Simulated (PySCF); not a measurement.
# AlH: from the state search to spectroscopic constants

One table from this session's results is given with a row withheld; the runs are named, their logs left out.

Method: Al STO-3G, H STO-3G, no relativity; program: PySCF 2.14.0.

Set-up of the first run:

Settings of the job:

```json
{
  "atoms": "Al, H",
  "charge": "0",
  "basis": "Al STO-3G, H STO-3G",
  "Hamiltonian": "no relativity",
  "basis functions": "10",
  "electrons treated": "14",
  "masses in u": "26.9815, 1.0078",
  "levels": "PBE0, PBE, r²SCAN, revPBE, B97-3, TPSS, HF, MP2, SCS-MP2, CCSD, CCSD(T)",
  "grid": "80 radial by 434 angular points",
  "occupations": "held fixed by the projection of orbital angular momentum",
  "dissociation limit": "Al + H, each in its ground configuration",
  "starting distance in angstrom": "1.515",
  "values of 2S to try": "0, 2"
}
```

Command:

```bash
OMP_NUM_THREADS=1 python dia.py task.json out
```

Steps of the session up to this table: Set-up; PBE0 along the bond; Other states along the same grid; PBE (GGA); r²SCAN (meta-GGA); revPBE (GGA); B97-3; TPSS (meta-GGA); RHF (mean field); Adding correlation.

One of the session's tables, all rows but one given; the rest of the session is left out.

Energy (eV) from each level's lowest point:

| R (Å) | RHF | RHF-MP2 | RHF-SCS-MP2 | RHF-CCSD | RHF-CCSD(T) |
| --- | --- | --- | --- | --- | --- |
| 1.367 | 0.453 | 0.513 | 0.527 | n/a | n/a |
| 1.431 | 0.183 | 0.225 | 0.235 | 0.255 | 0.254 |
| 1.495 | 0.039 | 0.062 | 0.069 | 0.081 | 0.081 |
| 1.542 | 0.000 | 0.007 | 0.010 | 0.017 | 0.017 |
| 1.590 | ? | ? | ? | ? | ? |
| 1.638 | 0.061 | 0.034 | 0.031 | 0.024 | 0.024 |
| 1.701 | 0.185 | 0.133 | 0.125 | 0.108 | 0.108 |
| 1.781 | 0.410 | 0.325 | 0.310 | 0.280 | 0.281 |
| 1.876 | 0.758 | 0.632 | 0.609 | 0.561 | 0.561 |
| 2.003 | 1.310 | 1.126 | 1.091 | n/a | n/a |

Estimate the missing values for R (Å) = 1.590.

Worked estimate for «RHF». A straight line through the neighbours (1.542, 0.000) and (1.638, 0.061) gives 0.000 + (0.061 − 0.000) × (1.590 − 1.542) / (1.638 − 1.542) = 0.031; a parabola fitted to 4 rows on both sides gives 0.010.

**Answer.** RHF: 0.010; RHF-MP2: 0.000; RHF-SCS-MP2: 0.000; RHF-CCSD: 0.000; RHF-CCSD(T): 0.000. In «RHF» the line misses by +0.021 and the parabola by 0.000.
